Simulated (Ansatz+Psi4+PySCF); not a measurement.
**doublet HN₂O: levels of theory in one basis**

```yaml
atoms:
  - { symbol: H, position_ang: [-0.2989, -1.9383, 0.0049] }
  - { symbol: O, position_ang: [-0.8688, -0.6168, 0.0043] }
  - { symbol: N, position_ang: [0.0030, 0.2616, 0.0084] }
  - { symbol: N, position_ang: [1.0351, 0.7333, -0.0046] }
```

Basis set: cc-pVTZ (spherical functions). Left uncorrelated: 3 orbitals. Correlation on ROHF uses semicanonical orbitals with singles. Charge 0, multiplicity 2.

Computed with Ansatz (development build ahead of 0.2.0) and Psi4 1.11; each method stands on the lowest determinant of its kind that the runs found.

| method | E − E(ROHF) (eV) | <S²> of the determinant |
| --- | --- | --- |
| ROHF | 0.00 | 0.75 |
| UHF | -0.32 | 1.03 |
| ROHF-MP2 | -18.04 | – |
| ROHF-CCSD | -17.59 | – |
| UHF-CCSD | -17.61 | 1.03 |
| ROHF-CCSD(T) | -18.62 | – |
| UHF-CCSD(T) | -18.59 | 1.03 |

**Question.** What does UHF-MP2 give on the same scale?

**Answer.** -17.36 eV.

Caution for UHF, UHF-MP2, UHF-CCSD, UHF-CCSD(T): the unrestricted determinant is spin contaminated. Caution for ROHF-MP2, ROHF-CCSD, ROHF-CCSD(T): large share of triples, a single reference is doubtful. Caution for UHF-MP2, UHF-CCSD, UHF-CCSD(T): large amplitudes, a single reference is doubtful.
